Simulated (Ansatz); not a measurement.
Relaxation of C2H6F2 (10 atoms, charge 0, multiplicity 1), to a largest force component of 0.02 eV/Å in at most 40 steps.

Method: RKS B3LYP-D4/6-31G (Ansatz 0.2.0).

```xyz
10
Properties=species:S:1:pos:R:3:forces:R:3
C 0.020 -0.002 -1.845 -0.07 0.01 0.01
H -0.115 0.004 -2.920 -0.04 0.00 -0.33
H -0.945 -0.089 -1.361 -0.28 -0.02 0.19
H 0.501 0.919 -1.540 0.16 0.32 0.10
H 0.642 -0.844 -1.568 0.22 -0.31 0.09
F -1.271 -0.231 1.566 -2.67 -0.50 -0.74
C 0.032 0.009 1.795 1.99 0.23 -1.90
F 0.210 0.119 3.123 0.58 0.26 2.69
H 0.619 -0.844 1.428 0.01 0.22 -0.07
H 0.306 0.960 1.320 0.09 -0.20 -0.04
```

Question: Where does it end, and by what steps?

Answer: The forces met the threshold. The force dipped under the threshold on the way, but the program's further checks kept it going. Limits of this set-up: no polarisation functions. After 37 steps the energy has fallen by 0.208 eV; H9 moved furthest, 1.12 Å.

| step | energy less start (eV) | largest force component (eV/Å) | accepted |
| --- | --- | --- | --- |
| 0 | 0.0000 | 2.692 | yes |
| 2 | -0.1787 | 0.481 | yes |
| 4 | -0.1935 | 0.037 | yes |
| 6 | -0.1940 | 0.051 | yes |
| 8 | -0.1943 | 0.026 | yes |
| 10 | -0.1944 | 0.114 | no |
| 12 | -0.1944 | 0.135 | no |
| 14 | -0.1952 | 0.053 | yes |
| 16 | -0.1955 | 0.039 | yes |
| 18 | -0.1965 | 0.081 | yes |
| 20 | -0.1980 | 0.093 | yes |
| 22 | -0.1898 | 0.528 | no |
| 24 | -0.2007 | 0.120 | yes |
| 26 | -0.2027 | 0.064 | yes |
| 28 | -0.2037 | 0.183 | no |
| 30 | -0.2052 | 0.074 | yes |
| 32 | -0.2063 | 0.047 | yes |
| 34 | -0.2068 | 0.100 | yes |
| 36 | -0.2074 | 0.004 | yes |
| 37 | -0.2075 | 0.019 | yes |

```xyz
10
Properties=species:S:1:pos:R:3
C 0.002 0.161 -1.873
H -0.620 0.136 -2.772
H -0.596 -0.148 -1.013
H 0.373 1.179 -1.722
H 0.848 -0.521 -2.004
F -1.120 -0.628 1.266
C 0.081 -0.198 1.869
F -0.184 0.944 2.643
H 0.435 -0.993 2.526
H 0.782 0.068 1.079
```

Whether the end is a true minimum wasn't checked by a vibrational analysis.

Time of the run: 54 s on 1 thread of Arm Neoverse V2 (shared host), peak memory 0.11 GiB.
